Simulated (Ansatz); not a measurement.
Two isomers of C3H7ClO: A = `COC(C)Cl`, B = `COCCCl`.

Gas-phase electronic energies from Ansatz, PBE0-D4/def2-TZVP geometries. CCSD(T)/CBS is the MP2 limit (def2-TZVPP, def2-QZVPP) plus CCSD(T) − MP2 in def2-TZVPP, frozen cores. Functionals use def2-TZVPP. B3LYP here is the variant with VWN-RPA as its local correlation; programs differ in this. One conformer a species, not always the lowest.

(1) Which isomer does CCSD(T)/CBS put lower? Give the gap. (Estimate.)

(2) Give E(B) − E(A) in kJ/mol with CCSD/def2-TZVPP, ωB97M-V, MP2/def2-TZVPP, HF/def2-TZVPP, B3LYP-D4, r2SCAN-D4, CCSD(T)/def2-TZVPP. (Best estimate.)

Largest T1 diagnostic: 0.011.

Answers

(1) The calculation gave: A, by 34.0 kJ/mol.

(2) Computed: CCSD/def2-TZVPP 30.9, ωB97M-V 35.5, MP2/def2-TZVPP 35.9, HF/def2-TZVPP 26.5, B3LYP-D4 36.1, r2SCAN-D4 41.1, CCSD(T)/def2-TZVPP 33.2. None reverses the order clearly.

In def2-TZVPP, CCSD(T) changes the Hartree–Fock value by +6.7 kJ/mol (the triples alone add +2.3 kJ/mol) and MP2 by +9.4 kJ/mol.
